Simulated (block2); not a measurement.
# SiH2Cl (chlorosilyl radical): DMRG/STO-6G

Aim: the vertical doublet–quartet gap of SiH2Cl (chlorosilyl radical) at DMRG/STO-6G, from 2 runs. 

The calculation is run with block2 0.5.4.

5 further runs of the same task are left out: 1 that didn't finish, 4 set aside as unsound or not needed.

### 1 The molecule

SiH2Cl has 4 atoms, charge 0, and is taken as a doublet. SMILES: `[SiH2]Cl`. Geometry: relaxed at GFN2-xTB.

Bond lengths: Si1–Cl2 2.022 Å, Si1–H3 1.451 Å, Si1–H4 1.451 Å. Angles: Cl2–Si1–H3 110.3°, Cl2–Si1–H4 110.2°, H3–Si1–H4 114.9°.

### 2 The energy at DMRG/STO-6G

The input, dmrg.py:

```python
import numpy as np
from pyscf import cc, dft, gto, mcscf, mp, scf
from pyblock2._pyscf.ao2mo import integrals as itg
from pyblock2.driver.core import DMRGDriver, SymmetryTypes

geom = """
Si    -0.53588853     0.44918790     0.24866906
Cl     3.01919653    -0.11264657     1.53273796
H     -2.01255832    -1.84868127     0.49758379
H     -0.47074967     1.51215884    -2.27897191
"""
mol = gto.M(
    atom=geom,
    basis="sto-6g",
    unit="bohr",
    spin=1,
    verbose=3,
)
print("basis functions                = %d" % (mol.nao))
mf = scf.ROHF(mol)
mf.conv_tol = 1e-10
mf.max_cycle = 200
mf.kernel()
if not mf.converged:
    mf = mf.newton().run(mf.mo_coeff, mf.mo_occ)
print(f"E(SCF)                         = {mf.e_tot:.10f}")
ref = scf.UHF(mol).run(mf.make_rdm1(), conv_tol=1e-10)
pt = mp.MP2(ref, frozen=10).run()
mycc = cc.CCSD(ref, frozen=10)
mycc.max_cycle = 150
mycc.kernel()
print("MP2 total energy               = %.10f" % (pt.e_tot))
if mycc.converged:
    print("CCSD total energy              = %.10f" % (mycc.e_tot))
    print(f"CCSD(T) total energy           = {mycc.e_tot + mycc.ccsd_t():.10f}")
ks = dft.UKS(mol, xc="revpbe").set(conv_tol=1e-9, verbose=3).run(mf.make_rdm1())
if ks.converged:
    print("E(revPBE)                      = %.8f" % (ks.e_tot))
ks = dft.UKS(mol, xc="blyp").set(conv_tol=1e-9, verbose=3).run(mf.make_rdm1())
if ks.converged:
    print(f"E(BLYP)                        = {ks.e_tot:.8f}")
ks = dft.UKS(mol, xc="hse06").set(conv_tol=1e-9, verbose=3).run(mf.make_rdm1())
if ks.converged:
    print(f"E(HSE06)                       = {ks.e_tot:.8f}")
ncas, n_elec, spin, ecore, h1e, g2e, orb_sym = itg.get_rhf_integrals(mf, ncore=10, ncas=10, pg_symm=False, g2e_symm=1)
drv = DMRGDriver(scratch="./tmp", symm_type=SymmetryTypes.SU2, stack_mem=1500 << 20, n_threads=1)
idx = drv.orbital_reordering(h1e, g2e, method="fiedler")
print("orbital order:", idx.tolist())
h1e = h1e[np.ix_(idx, idx)]
g2e = g2e[np.ix_(idx, idx, idx, idx)]
orb_sym = np.array(orb_sym)[idx]
drv.initialize_system(n_sites=ncas, n_elec=n_elec, spin=spin, orb_sym=orb_sym)
mpo = drv.get_qc_mpo(h1e=h1e, g2e=g2e, ecore=ecore, iprint=0)
occs = np.array([1.7] * 6 + [1.0] * 1 + [0.3] * 3)[idx]
mps = drv.get_random_mps(tag="GS", bond_dim=12, nroots=1, occs=occs)
bond_dims = [12] * 4 + [25] * 3 + [50] * 3 + [100] * 2
noises = [0.001] * 4 + [0.0001] * 3 + [0.0001] * 3 + [1e-05] * 2 + [0]
thrds = [1e-08] * 12
e = drv.dmrg(mpo, mps, n_sweeps=18, tol=1e-06, bond_dims=bond_dims, noises=noises, thrds=thrds, iprint=1)
ms, dws, es = drv.get_dmrg_results()
print("DW                             = %.3e" % (dws[-1]))
print(f"final energy                   = {e:.10f}")
dm1 = drv.get_1pdm(mps)
print("NOONs                          =", np.round(np.linalg.eigvalsh(dm1)[::-1], 5).tolist())
c_act = mf.mo_coeff[:, 10:20][:, idx]
dm_ao = c_act @ dm1 @ c_act.T + 2 * mf.mo_coeff[:, :10] @ mf.mo_coeff[:, :10].T
print("dipole moment (debye)          =", np.round(scf.hf.dip_moment(mol, dm_ao, verbose=0), 4).tolist())
print("largest bipartite entropy      = %.4f" % (max(drv.get_bipartite_entanglement(mps))))
csf, coef = drv.get_csf_coefficients(mps, cutoff=0.08, iprint=1)
print(f"leading coefficient squared    = {np.max(np.abs(coef)) ** 2:.4f}")
ci = mcscf.CASCI(mf, 10, (7, 6))
ci.fix_spin_(ss=0.75)
ci.fcisolver.conv_tol = 1e-10
ci.fcisolver.max_cycle = 200
ci.kernel()
print("FCI energy                     = %.10f" % (ci.e_tot))
```

Started as:

```console
$ python dmrg.py
```

The log of the run:

```text
basis functions                = 20
converged SCF energy = -747.039440942518
E(SCF)                         = -747.0394409425
converged SCF energy = -747.039732577966  <S^2> = 0.75153778  2S+1 = 2.0015372
E(UMP2) = -747.072555356075  E_corr = -0.0328227781088355
E(SCS-UMP2) = -747.077618580893  E_corr = -0.0378860029262395
E(UCCSD) = -747.087895886409  E_corr = -0.04816330844262898
MP2 total energy               = -747.0725553561
CCSD total energy              = -747.0878958864
UCCSD(T) correction = -0.000603075075752436
CCSD(T) total energy           = -747.0884989615
converged SCF energy = -748.08652853808  <S^2> = 0.75071402  2S+1 = 2.0007139
E(revPBE)                      = -748.08652854
converged SCF energy = -748.152218540791  <S^2> = 0.75035316  2S+1 = 2.0003531
E(BLYP)                        = -748.15221854
converged SCF energy = -748.002387292684  <S^2> = 0.75065483  2S+1 = 2.0006547
E(HSE06)                       = -748.00238729
orbital order: [6, 9, 8, 2, 1, 7, 3, 5, 0, 4]

Sweep =    0 | Direction =  forward | Bond dimension =   12 | Noise =  1.00e-03 | Dav threshold =  1.00e-08
Time elapsed =      0.125 | E =    -747.0701186333 | DW = 3.10116e-04

Sweep =    1 | Direction = backward | Bond dimension =   12 | Noise =  1.00e-03 | Dav threshold =  1.00e-08
Time elapsed =      0.320 | E =    -747.0820377107 | DE = -1.19e-02 | DW = 7.26491e-04

Sweep =    2 | Direction =  forward | Bond dimension =   12 | Noise =  1.00e-03 | Dav threshold =  1.00e-08
Time elapsed =      0.472 | E =    -747.0835325596 | DE = -1.49e-03 | DW = 9.05294e-04

Sweep =    3 | Direction = backward | Bond dimension =   12 | Noise =  1.00e-03 | Dav threshold =  1.00e-08
Time elapsed =      0.578 | E =    -747.0844372312 | DE = -9.05e-04 | DW = 8.55877e-04

Sweep =    4 | Direction =  forward | Bond dimension =   25 | Noise =  1.00e-04 | Dav threshold =  1.00e-08
Time elapsed =      0.767 | E =    -747.0871368570 | DE = -2.70e-03 | DW = 2.16121e-05

Sweep =    5 | Direction = backward | Bond dimension =   25 | Noise =  1.00e-04 | Dav threshold =  1.00e-08
Time elapsed =      1.019 | E =    -747.0878250353 | DE = -6.88e-04 | DW = 5.55624e-05

Sweep =    6 | Direction =  forward | Bond dimension =   25 | Noise =  1.00e-04 | Dav threshold =  1.00e-08
Time elapsed =      1.333 | E =    -747.0881726851 | DE = -3.48e-04 | DW = 8.36721e-05

Sweep =    7 | Direction = backward | Bond dimension =   50 | Noise =  1.00e-04 | Dav threshold =  1.00e-08
Time elapsed =      1.819 | E =    -747.0885044716 | DE = -3.32e-04 | DW = 4.33446e-06

Sweep =    8 | Direction =  forward | Bond dimension =   50 | Noise =  1.00e-04 | Dav threshold =  1.00e-08
Time elapsed =      2.294 | E =    -747.0886202315 | DE = -1.16e-04 | DW = 2.77936e-05

Sweep =    9 | Direction = backward | Bond dimension =   50 | Noise =  1.00e-04 | Dav threshold =  1.00e-08
Time elapsed =      2.903 | E =    -747.0886664193 | DE = -4.62e-05 | DW = 2.68815e-05

Sweep =   10 | Direction =  forward | Bond dimension =  100 | Noise =  1.00e-05 | Dav threshold =  1.00e-08
Time elapsed =      3.892 | E =    -747.0887180299 | DE = -5.16e-05 | DW = 3.93337e-07

Sweep =   11 | Direction = backward | Bond dimension =  100 | Noise =  1.00e-05 | Dav threshold =  1.00e-08
Time elapsed =      4.808 | E =    -747.0887251283 | DE = -7.10e-06 | DW = 8.49321e-07

Sweep =   12 | Direction =  forward | Bond dimension =  100 | Noise =  0.00e+00 | Dav threshold =  1.00e-07
Time elapsed =      5.771 | E =    -747.0887251263 | DE = 2.07e-09 | DW = 7.46809e-07

DW                             = 7.468e-07
final energy                   = -747.0887251263
NOONs                          = [1.99972, 1.9987, 1.99679, 1.98515, 1.97653, 1.9688, 1.00164, 0.03192, 0.02301, 0.01775]
dipole moment (debye)          = [-2.5138, 0.5807, -0.6818]
largest bipartite entropy      = 0.2227
mps center changed (temporarily)
DTRIE T =      0.001
Number of CSF =          1 (cutoff =      0.08)
Sum of weights of included CSF =    0.959634399925445

CSF          0 -002202222  =   -0.979609309840125
leading coefficient squared    = 0.9596
CASCI E = -747.088727301720  E(CI) = -32.4138373578763  S^2 = 0.7500000
FCI energy                     = -747.0887273017
```

It took 29 s on 1 thread of Intel Xeon at 2.50GHz (Skylake/Cascade Lake), shared host; peak memory 0.3 GiB.

### 3 The quartet: a single-point energy at DMRG/STO-6G

The input, dmrg.py:

```python
import numpy as np
from pyscf import cc, dft, gto, mcscf, mp, scf
from pyblock2._pyscf.ao2mo import integrals as itg
from pyblock2.driver.core import DMRGDriver, SymmetryTypes

mol = gto.M(atom="""
Si
Cl 1 2.022199
H 1 1.451404 2 110.31601
H 1 1.451443 3 114.90425 2 125.23636
""", basis="sto-6g", spin=3, verbose=3, max_memory=2000)
print("basis functions          = %d" % (mol.nao))
mf = scf.ROHF(mol)
mf.conv_tol = 1e-10
mf.max_cycle = 200
mf.kernel()
if not mf.converged:
    mf = mf.newton().run(mf.mo_coeff, mf.mo_occ)
print("reference energy         = %.10f" % (mf.e_tot))
ref = scf.UHF(mol).run(mf.make_rdm1(), conv_tol=1e-10)
pt = mp.MP2(ref, frozen=10).run()
mycc = cc.CCSD(ref, frozen=10)
mycc.max_cycle = 150
mycc.kernel()
print(f"MP2 total energy         = {pt.e_tot:.10f}")
if mycc.converged:
    print(f"CCSD total energy        = {mycc.e_tot:.10f}")
    print("E(CCSD(T))               = %.10f" % (mycc.e_tot + mycc.ccsd_t()))
ks = dft.UKS(mol, xc="revpbe").set(conv_tol=1e-9, verbose=3).run(mf.make_rdm1())
if ks.converged:
    print(f"E(revPBE)                = {ks.e_tot:.8f}")
ks = dft.UKS(mol, xc="blyp").set(conv_tol=1e-9, verbose=3).run(mf.make_rdm1())
if ks.converged:
    print(f"E(BLYP)                  = {ks.e_tot:.8f}")
ks = dft.UKS(mol, xc="hse06").set(conv_tol=1e-9, verbose=3).run(mf.make_rdm1())
if ks.converged:
    print("E(HSE06)                 = %.8f" % (ks.e_tot))
occ_no, mo = mcscf.addons.make_natural_orbitals(cc.CCSD(mf.to_uhf(), frozen=10).run())
mf.mo_coeff = mo
ncas, n_elec, spin, ecore, h1e, g2e, orb_sym = itg.get_rhf_integrals(mf, ncore=10, ncas=10, pg_symm=False, g2e_symm=8)
driver = DMRGDriver(scratch="./tmp", symm_type=SymmetryTypes.SU2, stack_mem=1500 << 20, n_threads=1)
driver.initialize_system(n_sites=ncas, n_elec=n_elec, spin=spin, orb_sym=orb_sym)
mpo = driver.get_qc_mpo(h1e=h1e, g2e=g2e, ecore=ecore, iprint=0)
occs = np.array([1.8] * 5 + [1.0] * 3 + [0.2] * 2)
ket = driver.get_random_mps(tag="GS", bond_dim=25, nroots=1, occs=occs)
bond_dims = [25] * 4 + [50] * 3 + [100] * 2
noises = [0.0001] * 4 + [0.0001] * 3 + [1e-05] * 2 + [0]
thrds = [1e-08] * 9
e = driver.dmrg(mpo, ket, n_sweeps=15, tol=1e-06, bond_dims=bond_dims, noises=noises, thrds=thrds, iprint=1)
ms, dws, es = driver.get_dmrg_results()
print("discarded weight         = %.3e" % (dws[-1]))
print("E(final)                 = %.10f" % (e))
dm1 = driver.get_1pdm(ket)
print("occupation numbers       =", np.round(np.linalg.eigvalsh(dm1)[::-1], 5).tolist())
c_act = mf.mo_coeff[:, 10:20]
dm_ao = c_act @ dm1 @ c_act.T + 2 * mf.mo_coeff[:, :10] @ mf.mo_coeff[:, :10].T
print("dipole moment (debye)    =", np.round(scf.hf.dip_moment(mol, dm_ao, verbose=0), 4).tolist())
print("largest bipartite entropy = %.4f" % (max(driver.get_bipartite_entanglement(ket))))
ci = mcscf.CASCI(mf, 10, (8, 5))
ci.fix_spin_(ss=3.75)
ci.fcisolver.conv_tol = 1e-10
ci.fcisolver.max_cycle = 200
ci.kernel()
print("E(FCI)                   = %.10f" % (ci.e_tot))
```

Started as:

```console
$ python dmrg.py
```

The log of the run:

```text
basis functions          = 20
converged SCF energy = -746.671693767151
reference energy         = -746.6716937672

WARN: HOMO 0.00904323353575132 >= LUMO 0.00110065024200634

WARN: HOMO 0.00880895784558888 >= LUMO 0.0009733984574678

WARN: HOMO 0.00852284337885623 >= LUMO 0.00084766030523642

WARN: HOMO 0.00842326629581402 >= LUMO 0.000882824327983478

WARN: HOMO 0.0083922442210157 >= LUMO 0.000933081183529638

WARN: HOMO 0.00838241215659252 >= LUMO 0.000953460681092255

WARN: HOMO 0.00838118432987056 >= LUMO 0.000951446681863755

WARN: HOMO 0.00838150470199694 >= LUMO 0.000949957200317542

WARN: HOMO 0.0083813379414398 >= LUMO 0.000949732555018845

WARN: HOMO 0.00838137652457116 >= LUMO 0.00094975874455383

converged SCF energy = -746.671957181002  <S^2> = 3.7512991  2S+1 = 4.0006495
E(UMP2) = -746.69697401582  E_corr = -0.0250168348180286
E(SCS-UMP2) = -746.700970843686  E_corr = -0.0290136626840354
E(UCCSD) = -746.7138814586556  E_corr = -0.04192427765405055
MP2 total energy         = -746.6969740158
CCSD total energy        = -746.7138814587
UCCSD(T) correction = -0.00048356139533089
E(CCSD(T))               = -746.7143650201

WARN: HOMO 0.1628636414469 >= LUMO -0.184967853847052

WARN: HOMO 0.145466354299935 >= LUMO -0.0385433972607002

WARN: HOMO 0.171935942229589 >= LUMO -0.136442580502601

WARN: HOMO 0.167446371586338 >= LUMO -0.175026739872472

WARN: HOMO 0.170794795739279 >= LUMO -0.189106396512596

WARN: HOMO 0.168489951884667 >= LUMO -0.192815000771705

WARN: HOMO 0.168951781663051 >= LUMO -0.195797730083098

WARN: HOMO 0.168672004320046 >= LUMO -0.195647559020867

WARN: HOMO 0.168689617360617 >= LUMO -0.19557082230704

WARN: HOMO 0.168706310283425 >= LUMO -0.19550572243093

WARN: HOMO 0.168703649811789 >= LUMO -0.195503527224225

WARN: HOMO 0.168704078171939 >= LUMO -0.195502523446775

WARN: HOMO 0.168704102403898 >= LUMO -0.195502308236511

converged SCF energy = -747.73587841419  <S^2> = 3.7500845  2S+1 = 4.0000423
E(revPBE)                = -747.73587841

WARN: HOMO 0.170781762925562 >= LUMO -0.181970937567336

WARN: HOMO 0.148010672025574 >= LUMO -0.0320714670914093

WARN: HOMO 0.176269446573291 >= LUMO -0.12943719549034

WARN: HOMO 0.172421929981397 >= LUMO -0.169739382861281

WARN: HOMO 0.176686349785076 >= LUMO -0.183743339643776

WARN: HOMO 0.174274181936122 >= LUMO -0.187350403342653

WARN: HOMO 0.174664626335408 >= LUMO -0.190139126953377

WARN: HOMO 0.174328789633539 >= LUMO -0.190040960451009

WARN: HOMO 0.174360276900684 >= LUMO -0.189920793244063

WARN: HOMO 0.174373751344021 >= LUMO -0.18985587173162

WARN: HOMO 0.174368593216152 >= LUMO -0.189850684737048

WARN: HOMO 0.174369079428045 >= LUMO -0.189849791551602

WARN: HOMO 0.174369071595256 >= LUMO -0.189849555375536

converged SCF energy = -747.802062653629  <S^2> = 3.750305  2S+1 = 4.0001525
E(BLYP)                  = -747.80206265

WARN: HOMO 0.128148608544012 >= LUMO -0.19606020584487

WARN: HOMO 0.147181973188947 >= LUMO -0.135190582473857

WARN: HOMO 0.134431635297414 >= LUMO -0.183387331288844

WARN: HOMO 0.135452832830857 >= LUMO -0.183872244407388

WARN: HOMO 0.134733061797322 >= LUMO -0.183434982843312

WARN: HOMO 0.134846744921453 >= LUMO -0.183238320322488

WARN: HOMO 0.134862211616276 >= LUMO -0.183181932482557

WARN: HOMO 0.134861601765636 >= LUMO -0.183178012729143

WARN: HOMO 0.134861281480653 >= LUMO -0.183177950449997

WARN: HOMO 0.13486113906948 >= LUMO -0.183178960070669

converged SCF energy = -747.642459998313  <S^2> = 3.7502587  2S+1 = 4.0001294
E(HSE06)                 = -747.64246000
E(UCCSD) = -746.7139043818433  E_corr = -0.04221061469201747

Sweep =    0 | Direction =  forward | Bond dimension =   25 | Noise =  1.00e-04 | Dav threshold =  1.00e-08
Time elapsed =      0.228 | E =    -746.6993997121 | DW = 1.18533e-05

Sweep =    1 | Direction = backward | Bond dimension =   25 | Noise =  1.00e-04 | Dav threshold =  1.00e-08
Time elapsed =      0.599 | E =    -746.7136644526 | DE = -1.43e-02 | DW = 7.69887e-05

Sweep =    2 | Direction =  forward | Bond dimension =   25 | Noise =  1.00e-04 | Dav threshold =  1.00e-08
Time elapsed =      0.938 | E =    -746.7139591358 | DE = -2.95e-04 | DW = 9.09818e-05

Sweep =    3 | Direction = backward | Bond dimension =   25 | Noise =  1.00e-04 | Dav threshold =  1.00e-08
Time elapsed =      1.159 | E =    -746.7140276280 | DE = -6.85e-05 | DW = 9.12115e-05

Sweep =    4 | Direction =  forward | Bond dimension =   50 | Noise =  1.00e-04 | Dav threshold =  1.00e-08
Time elapsed =      1.449 | E =    -746.7143266631 | DE = -2.99e-04 | DW = 3.67420e-06

Sweep =    5 | Direction = backward | Bond dimension =   50 | Noise =  1.00e-04 | Dav threshold =  1.00e-08
Time elapsed =      2.011 | E =    -746.7148168769 | DE = -4.90e-04 | DW = 1.51174e-05

Sweep =    6 | Direction =  forward | Bond dimension =   50 | Noise =  1.00e-04 | Dav threshold =  1.00e-08
Time elapsed =      2.594 | E =    -746.7148282905 | DE = -1.14e-05 | DW = 1.50141e-05

Sweep =    7 | Direction = backward | Bond dimension =  100 | Noise =  1.00e-05 | Dav threshold =  1.00e-08
Time elapsed =      3.622 | E =    -746.7149079547 | DE = -7.97e-05 | DW = 3.21493e-07

Sweep =    8 | Direction =  forward | Bond dimension =  100 | Noise =  1.00e-05 | Dav threshold =  1.00e-08
Time elapsed =      4.812 | E =    -746.7149100860 | DE = -2.13e-06 | DW = 5.69395e-07

Sweep =    9 | Direction = backward | Bond dimension =  100 | Noise =  0.00e+00 | Dav threshold =  1.00e-07
Time elapsed =      5.812 | E =    -746.7149114569 | DE = -1.37e-06 | DW = 2.77710e-07

Sweep =   10 | Direction =  forward | Bond dimension =  100 | Noise =  0.00e+00 | Dav threshold =  1.00e-07
Time elapsed =      6.927 | E =    -746.7149115259 | DE = -6.91e-08 | DW = 2.97123e-07

discarded weight         = 2.971e-07
E(final)                 = -746.7149115259
occupation numbers       = [1.99979, 1.99843, 1.99428, 1.96861, 1.95628, 1.02102, 1.00489, 0.98625, 0.04121, 0.02925]
dipole moment (debye)    = [1.0458, 0.6524, -0.3216]
largest bipartite entropy = 0.3410
CASCI E = -746.714911576792  E(CI) = -32.0437611356931  S^2 = 3.7500000
E(FCI)                   = -746.7149115768
```

Run time: 39 s. Hardware: 1 thread of Intel Xeon at 2.50GHz (Skylake/Cascade Lake), shared host; peak memory 0.3 GiB.

### 4 Results

At DMRG/STO-6G, 10 core orbitals frozen:

| quantity | value |
| --- | --- |
| run 1, DMRG/STO-6G: total energy | -747.08873 Eh |
| run 1, DMRG/STO-6G: dipole moment (of the density that the program reports) | 2.67 D |
| quartet: total energy | -746.71491 Eh |
| quartet: dipole moment (of the density that the program reports) | 1.27 D |
| vertical energy of the quartet above the doublet | 10.172 eV |

In words: At this shape the quartet lies 10.17 eV (981 kJ/mol) above the doublet. In a minimal basis such a difference can be off by several eV, whatever the method.
